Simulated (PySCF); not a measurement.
Atom-mapped SMILES (the numbers label the heavy atoms): `[CH3:1][N:2]([CH3:3])[CH2:4][N:5]([CH3:6])[CH3:7]`. Hydrogens are named by the atom that carries them.

GIAO PBE0/pcSseg-1 shifts (PySCF, gas phase, non-relativistic, equivalent atoms averaged), each against references optimised in the same way as the molecule (TMS, NH3).

On the GFN2-xTB geometry: C4 85.0, C1/C3/C6/C7 44.0, N2/N5 48.1, H(C4) 2.53, H(C1)/H(C3)/H(C6)/H(C7) 2.24 ppm.

What changes on the PBE0-D3(BJ)/def2-SVP geometry?

Answers


```csv
atoms,δ (ppm),change
C4,81.2,-3.8
C1/C3/C6/C7,41.9,-2.1
N2/N5,42.2,-5.9
H(C4),2.35,-0.18
H(C1)/H(C3)/H(C6)/H(C7),2.11,-0.13
```

Bonds between heavy atoms that differ most (equivalent bonds averaged): N2–C4 1.448 → 1.440 Å, C1–N2 1.447 → 1.439 Å. Mean change of bonds to hydrogen: C–H +0.011 Å.
